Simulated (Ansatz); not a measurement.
A made-up structure of CH5BMg, closed shell:

```xyz
8
angstrom
B -0.0951 0.0981 -0.1068
Mg -1.3493 1.3687 -1.5396
C 1.0500 -1.0648 1.1985
H -2.5613 0.7230 -2.5751
H -1.1840 3.0732 -1.6997
H 1.4140 -0.4855 2.0542
H 1.9316 -1.4879 0.7043
H 0.4801 -1.9073 1.6055
```

It is relaxed with PBE-D4/def2-SVP and then PBE0-D4/def2-TZVP (Ansatz 0.2.0). Atoms count as bonded within 1.22 times the sum of their covalent radii (H–H: 0.88 Å). The end point is not checked to be a true minimum.

(1) Does its bonding change? (A judgement: the text doesn't fix the answer.)

Answers

(1) By the calculation: Yes. Formed: B1–C3, B1–H4; broken: Mg2–H4.

Where it ends: The first stage lowers the energy by 2.09 eV in 8 steps. It ends as CH₅BMg ([CH3][BH][MgH]):
```
8
angstrom
B -0.4407 -0.2843 -0.3846
Mg -0.7861 1.8854 -1.0618
C 0.5114 -0.7809 0.7463
H -0.9832 -1.1769 -0.9937
H -1.0573 3.5039 -1.5738
H 0.8516 -0.0512 1.4826
H 1.4080 -1.0846 0.1723
H 0.1823 -1.6938 1.2540
```

Labels in which every atom is bracketed show which atoms are joined, not bond orders.

For scale, one of the runs: PBE0-D4/def2-TZVP relaxation, 124 basis functions, launched by `ansatz run in.yaml --threads 2 --pin off --events-out ev --progress --plain --max-ram 4352MiB`. The run took about 63 s on 2 CPU threads of an Arm Neoverse V2 (shared host).
